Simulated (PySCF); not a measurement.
Molecule: SMILES FC(C#C)(F)F, C3HF3.

Bonds (- single, = double, # triple, : aromatic): C1#C2 1.207 Å, C2-C3 1.469 Å, C3-F4 1.332 Å, C3-F5 1.331 Å, C3-F6 1.331 Å. C1 carries H7.

Geometry PBE0-D3(BJ)/def2-SVP throughout; GIAO in PySCF 2.14.0 with density-fitted response routines, gas phase, one conformer, non-relativistic; equivalent atoms averaged; basis pcSseg-2.

**Question.** How do the absolute shieldings σ depend on the functional? (ppm; last column core-seconds on shared hosts with different chips, so compare them loosely)

**Answer.** 
```csv
functional,kind,C3,C1,C2,F4/F5/F6,H7,core-s
HF,Hartree–Fock,85.4,107.3,118.6,279.6,28.67,9.7
LDA,LDA,49.0,95.7,97.2,212.4,28.56,24
PBE,GGA,51.6,101.6,101.9,217.5,28.95,31
BLYP,GGA,46.5,100.1,99.1,216.7,29.12,29
BP86,GGA,51.6,101.8,102.1,218.8,28.98,29
OPBE,GGA,61.3,108.4,109.4,228.3,28.98,30
KT2,GGA,59.4,110.8,111.9,217.7,28.71,41
KT3,GGA,60.0,112.2,112.7,224.1,28.95,21
B97-D,GGA,54.4,105.8,105.6,226.7,29.12,38
B3LYP,global hybrid,54.6,100.5,102.6,232.1,29.00,31
PBE0,global hybrid,61.0,102.4,106.3,236.9,28.84,31
mPW1PW91,global hybrid,60.4,102.1,106.0,237.8,28.89,30
WP04,global hybrid,45.3,97.6,102.2,236.1,29.25,24
B97-2,global hybrid,61.6,105.1,108.2,239.2,28.97,23
BHandHLYP,global hybrid,66.1,102.1,108.3,251.3,28.82,23
CAM-B3LYP,range-separated hybrid,57.6,99.9,103.6,237.3,28.81,31
wB97X-D,range-separated hybrid,61.0,101.9,105.9,241.0,28.86,30
LC-wPBE,range-separated hybrid,61.6,100.0,106.0,244.6,28.79,39
```

**Question.** Which nucleus moves most, in ppm?

**Answer.** F4/F5/F6 (fluorine of a CF3 group): from 212.4 ppm with LDA to 279.6 ppm with HF. The smallest spread is 0.69 ppm, at H7. Proton shifts span only some 12 ppm, so a few tenths of a ppm matter as much there as several ppm in carbon.
